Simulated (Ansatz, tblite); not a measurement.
**The cluster C₃+: one state, many levels**

An exercise on one series of results from a longer session: the logs are not shown, and one member is left open.

Computed with Ansatz 0.2.0, Gaussian basis. Level: as each input shows.

Levels to be run: GFN1-xTB, GFN2-xTB, PBE-D4/def2-TZVP, r2SCAN-D4/def2-TZVP, BHLYP-D4/def2-TZVP, HF/def2-TZVP, BLYP-D4/def2-TZVP, B97M-V/def2-TZVP, r2SCAN0-D4/def2-TZVP, PBE+5HF/def2-TZVP, PBE+10HF/def2-TZVP, PBE+15HF/def2-TZVP, PBE+35HF/def2-TZVP, PBE+50HF/def2-TZVP, PBE-D4/def2-SVP, PBE0-D4/def2-SVP, CCSD(T)/def2-TZVPP, MP2/def2-TZVP, RPA/def2-TZVP.

## The structure

The doublet was relaxed beforehand with r2SCAN-D4/def2-TZVP. At that level it is the lowest of the isomers that a small search found.

3 atoms, charge 1, spin multiplicity 2.

Bond lengths: C1–C3 1.341 Å, C2–C3 1.252 Å. Angles: C1–C3–C2 156.8°.

Coordinates:

```xyz
3
charge 1, multiplicity 2
C    -0.6130   -0.4401   -1.0441
C     0.7048    0.5084    0.9099
C    -0.0918   -0.0683    0.1343
```

The ion is computed in the gas phase, without counter-ions or solvent.

PBE0-D4/def2-TZVP was run before; its log isn't repeated, and its numbers join the tables.

Set-up of the first run:

Tight binding, by tblite at 300 K electronic temperature and without a spin-polarisation term:

```python
tblite.interface.Calculator('GFN1-xTB', numbers, positions, charge=1, uhf=1).singlepoint()
```

Tight binding, by tblite at 300 K electronic temperature and without a spin-polarisation term:

```python
tblite.interface.Calculator('GFN2-xTB', numbers, positions, charge=1, uhf=1).singlepoint()
```

start.molden holds the orbitals of an earlier run on this state, given as this run's starting guess.

Input file in.yaml:

```yaml
crystal:
  periodic: [false, false, false]
  atoms:
    - {symbol: C, position_ang: [-0.612959, -0.440079, -1.044150]}
    - {symbol: C, position_ang: [0.704795, 0.508364, 0.909873]}
    - {symbol: C, position_ang: [-0.091826, -0.068286, 0.134276]}
basis:
  gaussian: {orbitals: def2-TZVP, initial_orbitals: start.molden}
total_charge: 1
magnetization: {spin_polarized: true, initial_magnetization: 1}
hamiltonian: {xc: pbe, dispersion: d4}
scf: {omitted_lower_state_checks: [starts]}
output: {orbitals: {seedname: orbitals}}
```

Command:

```sh
$ ansatz run in.yaml --threads 4 --pin off --events-out ev --progress --plain --max-ram 3916MiB
```

Steps of the session up to this table: PBE-D4/def2-TZVP; r2SCAN-D4/def2-TZVP; BHLYP-D4/def2-TZVP; HF/def2-TZVP; BLYP-D4/def2-TZVP; B97M-V/def2-TZVP; r2SCAN0-D4/def2-TZVP; PBE+5HF/def2-TZVP; PBE+10HF/def2-TZVP; PBE+15HF/def2-TZVP; PBE+35HF/def2-TZVP; PBE+50HF/def2-TZVP; PBE-D4/def2-SVP; PBE0-D4/def2-SVP; CCSD(T)/def2-TZVPP; MP2/def2-TZVP; RPA/def2-TZVP.

One of the session's tables, all rows but one given; the rest of the session is left out.

```
               level  HOMO (eV)  LUMO (eV)  gap (eV)
        HF/def2-TZVP     -21.32      -7.63     13.69
     PBE-D4/def2-SVP     -16.32     -15.42      0.91
    PBE-D4/def2-TZVP     -16.42     -15.40      1.02
   BLYP-D4/def2-TZVP     -16.35     -15.43      0.92
 r2SCAN-D4/def2-TZVP     -16.25     -14.02      2.24
    B97M-V/def2-TZVP     -16.46     -14.77      1.69
    PBE0-D4/def2-SVP     -17.37     -13.57      3.80
   PBE0-D4/def2-TZVP     -17.44     -13.61      3.82
r2SCAN0-D4/def2-TZVP     -17.64     -12.67      4.97
  BHLYP-D4/def2-TZVP     -18.96     -12.48      6.48
   PBE+5HF/def2-TZVP     -16.55     -15.11      1.44
  PBE+10HF/def2-TZVP          ?          ?         ?
  PBE+15HF/def2-TZVP     -16.92     -14.33      2.59
  PBE+35HF/def2-TZVP     -18.04     -12.93      5.12
  PBE+50HF/def2-TZVP     -19.01     -11.93      7.08
```

Q: Estimate the row for PBE+10HF/def2-TZVP from the others.

As computed: HOMO (eV): -16.75; LUMO (eV): -14.73; gap (eV): 2.02. In the column «HOMO (eV)» it lies between PBE+15HF/def2-TZVP (-16.92) and PBE+5HF/def2-TZVP (-16.55).

Limits of these values: Doubts: large T1 diagnostic, spin contamination. Notes on CCSD(T)/def2-TZVPP: large T1 diagnostic, spin contamination.
